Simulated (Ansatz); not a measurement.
**CHOSi (quartet): the correlation ladder, def2-TZVPP**

The task here is to estimate one member of a computed series from the others.

The runs use Ansatz 0.2.0, Gaussian basis; def2-TZVPP, core rule «outside noble gas», up to 7 orbitals frozen.

Plan: UHF; ROHF; CCSD(T) on UHF.

2 further runs of the same task are left out: 2 set aside as unsound or not needed.

**The system**

The geometry is a PBE0/def2-TZVP stationary point (not a proven minimum) of the parent state, kept for this charge and spin.

4 atoms, charge 0, spin multiplicity 4.

Atoms are counted from 1 here; the program's logs count them from 0.

Bond lengths: C1–Si2 1.734 Å, C1–H4 1.091 Å, Si2–O3 1.512 Å. Angles: Si2–C1–H4 122.7°, C1–Si2–O3 156.4°.

The first run:

Input file in.yaml:

```yaml
crystal:
  periodic: [false, false, false]
  atoms:
    - {symbol: C, position_ang: [0.000000, -0.252496, 1.704393]}
    - {symbol: Si, position_ang: [0.000000, 0.153083, 0.018811]}
    - {symbol: O, position_ang: [0.000000, -0.110768, -1.469523]}
    - {symbol: H, position_ang: [0.000000, 0.501477, 2.492415]}
basis:
  gaussian: {orbitals: def2-TZVPP}
magnetization: {spin_polarized: true, initial_magnetization: 3}
hamiltonian: {xc: hf}
output: {orbitals: {seedname: orbitals}}
```

Run with:

```bash
> ansatz run in.yaml --threads 1 --pin off --events-out ev --progress --plain --max-ram 4096MiB --backend cpu
```

Steps of the session up to this table: UHF; ROHF; CCSD(T) on UHF.

One table of the session follows, with a row left open; its other results are not shown here.

It belongs to the step «Misses and costs». 

| method | from UCCSD(T) (meV) |
| --- | --- |
| ROHF | +13013.1 |
| UHF | ? |
| UMP2 | +1050.6 |
| UCCSD | +592.5 |
| UCCSD(T) | 0 |

Estimate the missing values for UHF.

**Answer.** from UCCSD(T) (meV): +12786.8. In the column «from UCCSD(T) (meV)» it lies between UMP2 (+1050.6) and ROHF (+13013.1).
